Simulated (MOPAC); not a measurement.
MOPAC input (PM3):

```
PM3 FORCE THERMO(298,298) PRECISE LET CHARGE=-1 GEO-OK AUX(PRECISION=9) THREADS=1
CF3

C     0.00045332 1   -0.00118104 1    0.49626849 1
F    -0.01583016 1    1.22102033 1   -0.10484896 1
F     1.06498254 1   -0.59649912 1   -0.11016174 1
F    -1.04944771 1   -0.62375180 1   -0.10829535 1
```

**Question.** Which zero-point energy does it print?

**Answer.** 8.31 kcal/mol, from the harmonic wavenumbers of PM3.
